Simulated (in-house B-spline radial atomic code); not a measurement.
RPA and G0W0 for Ar, [Ne] 3s2 3p6, as one setting changes: the share of exact exchange in the PBE hybrid start. A dash marks a level of low quasi-particle weight. Computed with a B-spline radial code for spherical atoms: all electrons, non-relativistic, point nucleus, each spin shell either full or empty, empty states to l = 9 with an (l + 1/2)⁻⁴ tail; G0W0 by contour deformation at full frequency.

```json
{"share of exact exchange in the PBE hybrid start": "0", "mean-field level (eV)": "-10.286", "G0W0 level (eV)": "3p -15.412", "RPA correlation (Eh)": "-1.1094"}
{"share of exact exchange in the PBE hybrid start": "0.1", "mean-field level (eV)": "-10.961", "G0W0 level (eV)": "3p -15.573", "RPA correlation (Eh)": "-1.091"}
{"share of exact exchange in the PBE hybrid start": "0.2", "mean-field level (eV)": "-11.639", "G0W0 level (eV)": "3p -15.701", "RPA correlation (Eh)": "-1.0736"}
{"share of exact exchange in the PBE hybrid start": "0.3", "mean-field level (eV)": "?", "G0W0 level (eV)": "?", "RPA correlation (Eh)": "?"}
{"share of exact exchange in the PBE hybrid start": "0.4", "mean-field level (eV)": "-13.003", "G0W0 level (eV)": "3p -15.887", "RPA correlation (Eh)": "-1.0416"}
{"share of exact exchange in the PBE hybrid start": "0.5", "mean-field level (eV)": "-13.688", "G0W0 level (eV)": "3p -15.955", "RPA correlation (Eh)": "-1.0268"}
{"share of exact exchange in the PBE hybrid start": "0.6", "mean-field level (eV)": "-14.376", "G0W0 level (eV)": "3p -16.011", "RPA correlation (Eh)": "-1.0126"}
{"share of exact exchange in the PBE hybrid start": "0.7", "mean-field level (eV)": "-15.066", "G0W0 level (eV)": "3p -16.057", "RPA correlation (Eh)": "-0.99913"}
{"share of exact exchange in the PBE hybrid start": "0.8", "mean-field level (eV)": "?", "G0W0 level (eV)": "?", "RPA correlation (Eh)": "?"}
{"share of exact exchange in the PBE hybrid start": "0.9", "mean-field level (eV)": "-16.451", "G0W0 level (eV)": "3p -16.127", "RPA correlation (Eh)": "-0.97381"}
{"share of exact exchange in the PBE hybrid start": "1", "mean-field level (eV)": "-17.147", "G0W0 level (eV)": "3p -16.153", "RPA correlation (Eh)": "-0.9619"}
```

(1) What belongs in the row for 0.8?

(2) What belongs in the row for 0.3?

(3) At what share of exact exchange does G0W0 leave the highest level unchanged?

Answers

(1) mean-field level (eV): -15.757; G0W0 level (eV): 3p -16.096; RPA correlation (Eh): -0.98621.

(2) mean-field level (eV): -12.320; G0W0 level (eV): 3p -15.803; RPA correlation (Eh): -1.0572.

(3) Near 0.85, where the shift changes sign (-0.338 eV at 0.8, +0.324 eV at 0.9).
